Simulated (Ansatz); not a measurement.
Geometry optimisation, RKS BLYP/def2-SVP in Ansatz 0.2.0.

Input file:

```yaml
crystal:
  periodic: [false, false, false]
  atoms:
    - { symbol: Si, position_ang: [0.0, 0.0, 0.0] }
    - { symbol: H, position_ang: [0.0, 0.0, 1.81] }
    - { symbol: H, position_ang: [1.3768, 0.0, -0.4862] }
    - { symbol: H, position_ang: [-0.6877, 1.1914, -0.4862] }
    - { symbol: H, position_ang: [-0.6877, -1.1914, -0.4862] }
    - { symbol: O, position_ang: [-1.879, 0.0, 0.6243] }
    - { symbol: H, position_ang: [-2.4241, -0.6297, 0.053] }
    - { symbol: H, position_ang: [-0.9605, 0.0, 1.7351] }
basis:
  gaussian: { orbitals: def2-SVP }
hamiltonian:
  xc: blyp
relax:
  f_tol: 0.15
  max_steps: 25
  restrain:
    - { distance: [0, 5], at: 2.88, k: 30.0 }
    - { distance: [7, 1], at: 1.86, k: 30.0 }
    - { distance: [0, 1], at: 1.46, k: 30.0 }
    - { distance: [7, 5], at: 1.01, k: 30.0 }
output:
  orbitals: {}
```

Launched with:

```bash
$ ansatz run input.yaml --threads 1 --pin off --max-ram 2048MiB --backend cpu --events-out ev --progress --plain --runs-dir out
```

Question: Where does it end, and by what steps?

Answer: The forces met the threshold. The restraints hold the end off the free minimum; the threshold counts their pulls, which the force column leaves out. Restrained pairs: Si1–O6 (1.98 → 2.89 Å), H2–H8 (0.96 → 1.87 Å), Si1–H2 (1.81 → 1.48 Å), O6–H8 (1.44 → 0.99 Å). After 8 steps the energy has fallen by 3.505 eV (the restraints' own energy left out); H7 moved furthest, 0.77 Å.

```
step  energy less start (eV)  largest force component (eV/Å)  accepted
   0                  0.0000                           2.797       yes
   1                 -0.5796                           3.140       yes
   2                 -1.5431                           4.526       yes
   3                 -2.5909                           3.703       yes
   4                 -3.3401                           1.230       yes
   5                 -3.4489                           0.595       yes
   6                 -3.4866                           0.586       yes
   7                 -3.4948                           0.619       yes
   8                 -3.5046                           0.557       yes
```

```xyz
8
Properties=species:S:1:pos:R:3
Si 0.275 0.044 -0.111
H 0.132 -0.063 1.354
H 1.748 -0.004 -0.411
H -0.268 1.340 -0.614
H -0.363 -1.129 -0.785
O -2.412 0.072 0.942
H -2.661 -0.855 0.751
H -1.713 -0.035 1.637
```

Run time: 15 s on 1 thread of Arm Neoverse V1, on a shared host, peak memory 0.11 GiB.
